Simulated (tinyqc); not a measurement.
Inside a calculation (part 2 of 2). Method: RKS/BP86 in the sto-6g basis, for H2O, spin multiplicity 1. Computed by tinyqc, a small Python program that keeps every step (integrals from PySCF). Command: `OMP_NUM_THREADS=1 python tinyqc.py 24427 24428 out.jsonl` (the two numbers bound the seeds that draw the settings). One thread of a shared host (Intel(R) Xeon(R) Processor @ 2.60GHz), about 1 s of CPU time with the checks.

Geometry (angstrom):
```
atom       x        y       z
O     0.0000   0.0000  0.0000
H     0.0000   0.8000  0.5110
H     0.0000  -0.8180  0.5230
```

## Iteration 2: diagonalisation and new density

extrapolated F (hartree):
```
           1O 1s    1O 2s   1O 2px   1O 2py   1O 2pz    2H 1s    3H 1s
1O 1s   -18.5534  -4.5407   0.0000  -0.0009  -0.0171  -1.1089  -1.0553
1O 2s    -4.5407  -1.7918   0.0000  -0.0070  -0.1440  -0.7405  -0.7118
1O 2px    0.0000   0.0000  -0.0251   0.0000   0.0000   0.0000   0.0000
1O 2py   -0.0009  -0.0070   0.0000  -0.1790  -0.0024  -0.2468   0.2372
1O 2pz   -0.0171  -0.1440   0.0000  -0.0024  -0.1021  -0.1983  -0.1931
2H 1s    -1.1089  -0.7405   0.0000  -0.2468  -0.1983  -0.3701  -0.2621
3H 1s    -1.0553  -0.7118   0.0000   0.2372  -0.1931  -0.2621  -0.3431
```

X:
```
              1        2        3       4        5        6       7
1O 1s   -0.2943   0.0367   0.7647  0.0000  -0.6070  -0.0023  0.1591
1O 2s    1.1919  -0.1202  -0.2673  0.0000  -0.2661  -0.0048  0.4378
1O 2px   0.0000   0.0000   0.0000  1.0000   0.0000   0.0000  0.0000
1O 2py   0.1157   0.9617  -0.0007  0.0000   0.0035   0.6685  0.0065
1O 2pz   0.4828  -0.0504   0.6402  0.0000   0.6755  -0.0039  0.1762
2H 1s   -0.8561  -0.7771  -0.1554  0.0000   0.1249   0.3688  0.3791
3H 1s   -0.6411   0.9331  -0.1586  0.0000   0.1265  -0.3826  0.3686
```

Diagonalise F' = X^T F X, C = X C', fill 5 alpha and 5 beta electrons from the bottom; D = 2 C_occ C_occ^T. Each column has its largest component positive (the first on a tie).

F' = X^T F X (hartree):
```
         1        2        3        4        5        6        7
1   0.0830   0.0623   1.3202   0.0000  -1.0622   0.0031   0.2425
2   0.0623   0.4907  -0.1968   0.0000   0.1679   0.0480  -0.0475
3   1.3202  -0.1968  -8.6832   0.0000   8.2835   0.0397  -3.7529
4   0.0000   0.0000   0.0000  -0.0251   0.0000   0.0000   0.0000
5  -1.0622   0.1679   8.2835   0.0000  -8.0690  -0.0389   3.6976
6   0.0031   0.0480   0.0397   0.0000  -0.0389  -0.3498   0.0134
7   0.2425  -0.0475  -3.7529   0.0000   3.6976   0.0134  -2.4292
```

orbital energies (hartree): MO1 -18.5579, MO2 -0.7940, MO3 -0.3523, MO4 -0.1127, MO5 -0.0251, MO6 0.3564, MO7 0.5029

coefficients C:
```
            MO1      MO2      MO3      MO4     MO5      MO6      MO7
1O 1s    0.9958  -0.2179   0.0042   0.1055  0.0000  -0.1265  -0.0082
1O 2s    0.0199   0.8052  -0.0211  -0.5539  0.0000   0.8992   0.0682
1O 2px   0.0000   0.0000   0.0000   0.0000  1.0000   0.0000   0.0000
1O 2py   0.0002   0.0104   0.6132  -0.0029  0.0000  -0.0491   1.0034
1O 2pz   0.0032   0.1764  -0.0016   0.8024  0.0000   0.6753   0.0424
2H 1s   -0.0053   0.1797   0.4213   0.2510  0.0000  -0.7678  -0.8910
3H 1s   -0.0050   0.1654  -0.4254   0.2516  0.0000  -0.8459   0.7860
```

D after iteration 2:
```
          1O 1s    1O 2s  1O 2px   1O 2py   1O 2pz    2H 1s    3H 1s
1O 1s    2.1007  -0.4283  0.0000   0.0003   0.0988  -0.0324  -0.0325
1O 2s   -0.4283   1.9119  0.0000  -0.0060  -0.6047  -0.0067   0.0054
1O 2px   0.0000   0.0000  2.0000   0.0000   0.0000   0.0000   0.0000
1O 2py   0.0003  -0.0060  0.0000   0.7523  -0.0030   0.5190  -0.5198
1O 2pz   0.0988  -0.6047  0.0000  -0.0030   1.3501   0.4648   0.4635
2H 1s   -0.0324  -0.0067  0.0000   0.5190   0.4648   0.5456  -0.1727
3H 1s   -0.0325   0.0054  0.0000  -0.5198   0.4635  -0.1727   0.5434
```

## Iteration 9 (converged): orbitals

converged F (hartree):
```
           1O 1s    1O 2s   1O 2px   1O 2py   1O 2pz    2H 1s    3H 1s
1O 1s   -18.7193  -4.5701   0.0000  -0.0006  -0.0229  -1.1164  -1.0625
1O 2s    -4.5701  -1.8356   0.0000  -0.0053  -0.1632  -0.7614  -0.7333
1O 2px    0.0000   0.0000  -0.0682   0.0000   0.0000   0.0000   0.0000
1O 2py   -0.0006  -0.0053   0.0000  -0.2301  -0.0022  -0.2635   0.2558
1O 2pz   -0.0229  -0.1632   0.0000  -0.0022  -0.1394  -0.2129  -0.2080
2H 1s    -1.1164  -0.7614   0.0000  -0.2635  -0.2129  -0.4343  -0.2703
3H 1s    -1.0625  -0.7333   0.0000   0.2558  -0.2080  -0.2703  -0.4136
```

As before.

F' = X^T F X (hartree):
```
         1        2        3        4        5        6        7
1   0.0033   0.0650   1.3234   0.0000  -1.0750   0.0038   0.2534
2   0.0650   0.4134  -0.1971   0.0000   0.1686   0.0607  -0.0496
3   1.3234  -0.1971  -8.7835   0.0000   8.3490   0.0393  -3.7807
4   0.0000   0.0000   0.0000  -0.0682   0.0000   0.0000   0.0000
5  -1.0750   0.1686   8.3490   0.0000  -8.1504  -0.0389   3.7083
6   0.0038   0.0607   0.0393   0.0000  -0.0389  -0.4072   0.0158
7   0.2534  -0.0496  -3.7807   0.0000   3.7083   0.0158  -2.4910
```

orbital energies (hartree): MO1 -18.7234, MO2 -0.8433, MO3 -0.4114, MO4 -0.1429, MO5 -0.0682, MO6 0.2775, MO7 0.4281

coefficients C:
```
            MO1      MO2      MO3      MO4     MO5      MO6      MO7
1O 1s    0.9960  -0.2158   0.0027   0.1123  0.0000  -0.1228  -0.0098
1O 2s    0.0192   0.7975  -0.0144  -0.5916  0.0000   0.8810   0.0800
1O 2px   0.0000   0.0000   0.0000   0.0000  1.0000   0.0000   0.0000
1O 2py   0.0002   0.0077   0.5968   0.0015  0.0000  -0.0640   1.0124
1O 2pz   0.0034   0.1941  -0.0017   0.7818  0.0000   0.6940   0.0500
2H 1s   -0.0052   0.1799   0.4334   0.2666  0.0000  -0.7518  -0.8942
3H 1s   -0.0049   0.1693  -0.4407   0.2695  0.0000  -0.8485   0.7677
```

D after iteration 9:
```
          1O 1s    1O 2s  1O 2px   1O 2py   1O 2pz    2H 1s    3H 1s
1O 1s    2.1025  -0.4390  0.0000   0.0005   0.0986  -0.0257  -0.0247
1O 2s   -0.4390   1.9731  0.0000  -0.0066  -0.6152  -0.0412  -0.0363
1O 2px   0.0000   0.0000  2.0000   0.0000   0.0000   0.0000   0.0000
1O 2py   0.0005  -0.0066  0.0000   0.7124   0.0033   0.5208  -0.5226
1O 2pz   0.0986  -0.6152  0.0000   0.0033   1.2976   0.4852   0.4885
2H 1s   -0.0257  -0.0412  0.0000   0.5208   0.4852   0.5826  -0.1773
3H 1s   -0.0247  -0.0363  0.0000  -0.5226   0.4885  -0.1773   0.5911
```

## Convergence

Stop when the energy changes by less than 1e-10 hartree and every element of the error matrix X^T (F D S - S D F) X is below 3e-06.

Course of the cycle:
```
iteration  E (hartree)     change  largest element of the error matrix
1           -74.290687          -                             9.83e-01
2           -75.384413  -1.09e+00                             8.79e-01
3           -76.039531  -6.55e-01                             5.05e-02
4           -76.041189  -1.66e-03                             2.95e-03
5           -76.041198  -9.61e-06                             8.58e-04
6           -76.041199  -8.35e-07                             2.67e-04
7           -76.041199  -3.77e-08                             5.53e-05
8           -76.041199  -1.78e-09                             2.05e-06
9           -76.041199  -2.44e-12                             1.47e-07
```

PySCF RKS in the same basis, fine grid = -76.025652 hartree

Converged in 9 iterations. The coarse grid moves the energy by -1.55e-02 hartree.

## Populations, bond orders and dipole

overlap S:
```
         1O 1s   1O 2s  1O 2px   1O 2py  1O 2pz   2H 1s    3H 1s
1O 1s   1.0000  0.2311  0.0000   0.0000  0.0000  0.0564   0.0537
1O 2s   0.2311  1.0000  0.0000   0.0000  0.0000  0.4820   0.4679
1O 2px  0.0000  0.0000  1.0000   0.0000  0.0000  0.0000   0.0000
1O 2py  0.0000  0.0000  0.0000   1.0000  0.0000  0.3333  -0.3268
1O 2pz  0.0000  0.0000  0.0000   0.0000  1.0000  0.2129   0.2090
2H 1s   0.0564  0.4820  0.0000   0.3333  0.2129  1.0000   0.2162
3H 1s   0.0537  0.4679  0.0000  -0.3268  0.2090  0.2162   1.0000
```

Mulliken: Z minus the diagonal of D S on the atom; Loewdin: the same with S^(1/2) D S^(1/2); Mayer order: 2 sum_s sum (D(s) S)_ij (D(s) S)_ji over the two atoms.

Charges (e):
```
atom  Mulliken  Loewdin
1O     -0.3928  -0.2730
2H      0.2002   0.1380
3H      0.1926   0.1349
```

Mayer bond orders:
```
pair   order
2-1   0.9404
3-1   0.9434
3-2   0.0195
```

dipole moment about the origin, x y z (debye): 0.0000  0.0072  1.6038
